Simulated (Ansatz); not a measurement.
```xyz
3

O     0.0049   -0.0480   -1.6952
C     0.0262   -0.0410   -0.5371
S    -0.0474   -0.0003    1.0222
```

RHF-MP2 on singlet COS was run in several spherical basis sets with Ansatz (development build ahead of 0.2.0). Frozen core: 7 orbitals.

Problem. Rank the basis sets by the total energy that they give, lowest first, with the distance from the lowest.
A. 6-31G
B. aug-cc-pVDZ
C. STO-3G

Solution. B (0.00 eV), A (8.67 eV), C (167.96 eV).

Totals follow the description of the cores as much as that of the bonds, so this order isn't one of quality for chemistry.
